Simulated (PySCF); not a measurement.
# Magnetisability: `c1ncncn1`, C₃H₃N₃

Geometry (Å), atoms numbered from 1 in this order:
```xyz
9

C     1.1540   -0.5861   -0.2039
N     0.0944   -1.3887   -0.1777
C    -1.0682   -0.7727   -0.3680
N    -1.2269    0.5313   -0.5720
C    -0.0959    1.2301   -0.5774
N     1.1223    0.7285   -0.3993
H     2.1377   -1.0475   -0.0509
H    -1.9732   -1.3930   -0.3558
H    -0.1746    2.3120   -0.7423
```

Method: GIAO B3LYP/pcseg-1 magnetisability, rotational g tensor and spin-rotation constants, non-relativistic, gas phase (PySCF). Geometry: PBE0-D3(BJ)/def2-SVP.

(1) What are the magnetisability and the molar susceptibility?

(2) Split it along the inertial axes a, b, c into diamagnetic and paramagnetic parts about the centre of mass, with the quadrupole moment.

(3) And the rotational g tensor?

Answers

(1) Isotropic -650 × 10⁻³⁰ J/T², or -39.2 × 10⁻⁶ cm³/mol; principal values -1225, -363, -363 × 10⁻³⁰ J/T², anisotropy 862 × 10⁻³⁰ J/T² (root of half the summed squared differences of the principal values). The susceptibility is in cgs units.

(2) 
| axis | χ (10⁻⁶ cm³/mol) | diamagnetic (10⁻⁶ cm³/mol) | paramagnetic (10⁻⁶ cm³/mol) | summed x² of all electrons (Å²) | quadrupole Θ (D Å) |
| --- | --- | --- | --- | --- | --- |
| a | -21.9 | -244.5 | 222.7 | 50.5 | -0.70 |
| b | -21.9 | -244.5 | 222.7 | 50.5 | -0.70 |
| c | -73.8 | -428.7 | 354.9 | 7.1 | +1.40 |

Anisotropies 2χaa − χbb − χcc = +51.9 and 2χbb − χaa − χcc = +51.9 × 10⁻⁶ cm³/mol. Θ is traceless in Buckingham's convention.

(3) 
| axis | rotational constant (GHz) | g | nuclear part | electronic part |
| --- | --- | --- | --- | --- |
| a | 6.5004 | -0.1214 | 0.5586 | -0.6800 |
| b | 6.5000 | -0.1214 | 0.5585 | -0.6800 |
| c | 3.2501 | +0.0167 | 0.5586 | -0.5419 |

Oblate top; isotopes 12C, 1H, 14N; no vibrational averaging.
